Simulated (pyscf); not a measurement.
Optimised with ωB97X-D3(BJ)/def2-SVP in PySCF.

Task: For H₃Ge–AsH–AsH₂ + H₂ → H₃Ge–AsH₂ + AsH₃, a four-centre exchange (singlet surface; As–As, H–H broken, As–H, As–H formed), PBE/def2-TZVP gives ΔE‡ = 2.29 eV and ΔE = +0.15 eV (zero: the separated reactants). In which direction and how far do r²SCAN/def2-TZVP, M06-2X/def2-TZVP, ωB97M-D3(BJ)/def2-TZVP move these?

Result: r²SCAN: ΔE‡ = 2.52 eV, ΔE = +0.17 eV; M06-2X: ΔE‡ = 2.84 eV, ΔE = +0.25 eV; ωB97M-D3(BJ): ΔE‡ = 2.80 eV, ΔE = +0.09 eV. PBE's barrier lies under all of them, by 0.23 to 0.55 eV. Its reaction energy lies among theirs. Low barriers are usual for a GGA, whose delocalisation error favours stretched bonds. The same reactants have a lower exit, to H₃Ge–AsH• + AsH₂• + H₂ (no saddle counted: cutting one bond costs +2.16 eV at ωB97M-D3(BJ)/def2-TZVP, against +2.80 eV here). This is the saddle that the search found; another between the same sides may lie lower. Elements up to Kr have no core potential and no relativistic terms here.
